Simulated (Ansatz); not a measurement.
# PH₂O (quartet): from Hartree-Fock to the top rungs, cc-pVDZ

The task here is to estimate one member of a computed series from the others.

Method: cc-pVDZ, core rule «outside noble gas», up to 6 orbitals frozen; program: Ansatz 0.2.0, Gaussian basis.

To be run: UHF; CCSD(T) on ROHF; CCSD(T) on UHF; BCCD(T) on ROHF; CISD; CCSDT(Q) on ROHF; CCSDT(Q) on UHF; CASSCF and MRCISD+Q, 13 electrons in 10 orbitals; CASSCF and NEVPT2, 13 electrons in 10 orbitals.

27 further runs of the same task are left out: 4 for a known fault of the program, 11 that didn't finish, 12 set aside as unsound or not needed.

## The geometry

The geometry is a PBE0/def2-TZVP stationary point (not a proven minimum) of the parent state, kept for this charge and spin.

4 atoms, charge 0, spin multiplicity 4.

Atoms are counted from 1 here; the program's logs count them from 0.

Bond lengths: O1–P2 1.488 Å, P2–H3 1.397 Å, P2–H4 1.397 Å. Angles: O1–P2–H3 123.4°, O1–P2–H4 123.4°, H3–P2–H4 113.3°.

The first run:

The input, in.yaml:

```yaml
crystal:
  periodic: [false, false, false]
  atoms:
    - {symbol: O, position_ang: [0.000000, 0.000000, 1.033778]}
    - {symbol: P, position_ang: [0.000000, 0.000000, -0.454425]}
    - {symbol: H, position_ang: [0.000000, -1.166853, -1.222577]}
    - {symbol: H, position_ang: [0.000000, 1.166853, -1.222577]}
basis:
  gaussian: {orbitals: cc-pVDZ}
magnetization: {spin_polarized: true, initial_magnetization: 3}
hamiltonian: {xc: hf}
output: {orbitals: {seedname: orbitals}}
```

On the command line:

```
ansatz run in.yaml --threads 1 --pin off --events-out ev --progress --plain --max-ram 2393MiB
```

Among the steps run: UHF; CCSD(T) on ROHF; CCSD(T) on UHF; BCCD(T) on ROHF; CISD; CCSDT(Q) on ROHF; CCSDT(Q) on UHF; CASSCF and MRCISD+Q, 13 electrons in 10 orbitals; CASSCF and NEVPT2, 13 electrons in 10 orbitals.

One of the session's tables, all rows but one given; the rest of the session is left out.

```
          method  from UCCSDT(Q) (meV)
            ROHF               +8194.3
             UHF               +7899.3
            RMP2               +1232.0
            UMP2               +1233.9
            CISD                +863.9
           RCCSD                +268.9
           UCCSD                +259.6
        RCCSD(T)                 +62.1
        UCCSD(T)                 +59.8
         BCCD(T)                 +56.4
          RCCSDT                 +18.8
          UCCSDT                     ?
       RCCSDT(Q)                  +2.6
       UCCSDT(Q)                     0
  CASSCF valence               +6853.6
  NEVPT2 valence               +1379.5
  MRCISD valence                +574.3
MRCISD+Q valence                 +79.0
```

Estimate the missing values for UCCSDT.

As computed: from UCCSDT(Q) (meV): +17.6. In the column «from UCCSDT(Q) (meV)» it lies between RCCSDT(Q) (+2.6) and RCCSDT (+18.8).

Among the levels timed on like hardware and quicker than the yardstick, those that no quicker one beats, quickest first: UCCSD(T) (10 s, +59.8 meV); BCCD(T) (14 s, +56.4 meV).

To keep in mind: Of the multireference levels listed MRCISD+Q valence comes nearest in total energy (+79.0 meV), which doesn't show that its space is the better one. Restricted and unrestricted rows rest on different reference determinants; where their highest levels disagree by more than a few hundredths of an eV, they describe different states and don't form one ladder.
